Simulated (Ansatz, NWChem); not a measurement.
## Worked example: the enthalpy of formation of SO3 (sulfur trioxide)

SO3 has 4 atoms, charge 0, and is taken as a singlet. SMILES: `O=S(=O)=O`. The shape is that of a PBE0-D4/def2-TZVP optimisation.

```xyz
4

O    -1.1216   -0.6846    0.5367
S     0.0000    0.0000    0.0000
O     1.3089   -0.3277    0.4405
O    -0.1874    1.0123   -0.9771
```

Total energies at B3LYP/6-311+G** (NWChem 7.3.0); the atoms run unrestricted:

```tsv
species	state	energy (Eh)
SO3	singlet	-623.853805
O	triplet	-75.089877
S	triplet	-398.133070
```

Harmonic wavenumbers at PBE0-D4/def2-TZVP, in cm⁻¹: 509, 534, 534, 1110, 1445, 1445.

Measured heats of formation of the gaseous atoms at 298.15 K, in kJ/mol: O 249.2, S 277.0. Spin-orbit lowering of the atoms at 298 K (mean of the ground term's levels less their thermal mean, from spectra), in kJ/mol: O 0.40, S 1.88. Take 1 Eh = 2625.50 kJ/mol, 1 cm⁻¹ = 0.0119627 kJ/mol, RT = 2.479 kJ/mol.

Work out the heat of formation of the gas at 298 K.


1. Electronic atomisation energy: 3 × (-75.089877) + (-398.133070) − (-623.853805) = 0.451104 Eh = 1184.4 kJ/mol.
2. Zero-point energy: half the sum of the wavenumbers, 2788.5 cm⁻¹ = 33.4 kJ/mol.
3. Thermal vibrational enthalpy, Σ hcν̃/(exp(hcν̃/kT) − 1): 1.7 kJ/mol. Translation, rotation and pV of a non-linear molecule: 4 RT = 9.9 kJ/mol.
4. The 4 free atoms carry 5/2 RT each: 24.8 kJ/mol.
5. Spin-orbit coupling lowers the free atoms by 3 × 0.40 + 1.88 = 3.1 kJ/mol.
6. Atomisation enthalpy at 298 K: 1184.4 − 3.1 − 33.4 − 1.7 − 9.9 + 24.8 = 1161.1 kJ/mol.
7. Sum of the atoms' heats of formation: 1024.6 kJ/mol. Heat of formation: 1024.6 − 1161.1 = -136.5 kJ/mol.

The tabulated value is -395.8 kJ/mol (NIST-JANAF tables), so this level is off by +259.3 kJ/mol, or 18.3 % of the atomisation enthalpy that the table implies (1420.4 kJ/mol). Anharmonicity and any spin-orbit splitting of the molecule are left out.
